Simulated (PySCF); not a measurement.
Point-charge models of `CCC(C)=S` against its computed dipole.

Coordinates (GFN2-xTB, dihedral held, Å) and charges (e) from the PBE0/pcSseg-1 density (PySCF):

| atom | x | y | z | Mulliken | IAO | Hirshfeld | ESP-fitted |
| --- | --- | --- | --- | --- | --- | --- | --- |
| C1 | 1.615 | -0.301 | -0.114 | -0.2911 | -0.4153 | -0.1103 | -0.2195 |
| C2 | 0.558 | 0.575 | 0.564 | -0.1492 | -0.2674 | -0.0721 | +0.1767 |
| C3 | -0.717 | 0.629 | -0.214 | -0.3919 | -0.0112 | +0.0646 | +0.0823 |
| C4 | -0.658 | 1.167 | -1.602 | -0.1596 | -0.4371 | -0.1206 | -0.2801 |
| S5 | -2.116 | 0.107 | 0.427 | -0.0613 | -0.0985 | -0.1350 | -0.2401 |
| H6 | 2.501 | -0.360 | 0.514 | +0.1281 | +0.1509 | +0.0487 | +0.0697 |
| H7 | 1.230 | -1.307 | -0.263 | +0.1234 | +0.1467 | +0.0423 | +0.0785 |
| H8 | 1.906 | 0.109 | -1.078 | +0.1158 | +0.1378 | +0.0405 | +0.0403 |
| H9 | 0.951 | 1.592 | 0.663 | +0.1385 | +0.1494 | +0.0488 | +0.0208 |
| H10 | 0.350 | 0.189 | 1.563 | +0.1340 | +0.1566 | +0.0384 | -0.0456 |
| H11 | -0.011 | 2.041 | -1.658 | +0.1249 | +0.1515 | +0.0509 | +0.1124 |
| H12 | -0.247 | 0.406 | -2.267 | +0.1479 | +0.1673 | +0.0574 | +0.1249 |
| H13 | -1.654 | 1.422 | -1.956 | +0.1407 | +0.1693 | +0.0462 | +0.0797 |

Task: Form Σ q r in debye for every column and set it beside the full dipole.

Result: The full density gives (2.63, 0.76, -1.19) D, 2.99 D in size; dipole vectors point from the negative to the positive end.

```csv
scheme,μx,μy,μz,size (D),share of the full size (%),angle to the full dipole (°)
Mulliken,2.71,0.62,-1.66,3.23,108,8
IAO,1.82,0.47,-0.82,2.05,69,2
Hirshfeld,1.54,0.42,-0.71,1.74,58,1
ESP-fitted,2.71,0.78,-1.24,3.08,103,0
```

Task: Which set comes closest?

Result: Length of the difference vector: ESP-fitted 0.10 D, Mulliken 0.50 D, IAO 0.94 D, Hirshfeld 1.24 D. Closest: ESP-fitted. 

Task: What is left for the Hirshfeld atoms' own dipoles?

Result: The Hirshfeld atoms' densities add up to the full density, so μ = Σ q r + Σ (atomic dipoles). The atomic dipoles sum to (2.63, 0.76, -1.19) − (1.54, 0.42, -0.71) = (1.09, 0.34, -0.48) D, 1.24 D in size.

Task: With the origin at the mean of the coordinates, (0.285, 0.482, -0.417) Å, which are the largest single terms, by size, of the Hirshfeld dipole along the direction of the full one?

Result: S5 +1.65, C1 -0.45, H6 +0.32, H8 +0.31, C3 -0.29 D; all 13 atoms together +1.74 D. The single terms depend on the origin, their sum doesn't.

Task: Give the size of the full dipole in other units.

Result: 2.99 D = 1.175 au = 0.622 e·Å = 9.97 × 10⁻³⁰ C·m.

The geometry is a constrained GFN2-xTB structure with the dihedral C1–C2–C3–C4 held at 300°, isolated molecule; it need not be a minimum.

These values come from a run that also computed NMR shieldings. Hardware: one thread of an Arm Neoverse V2, on a shared host. Cost: 11 s of wall time.
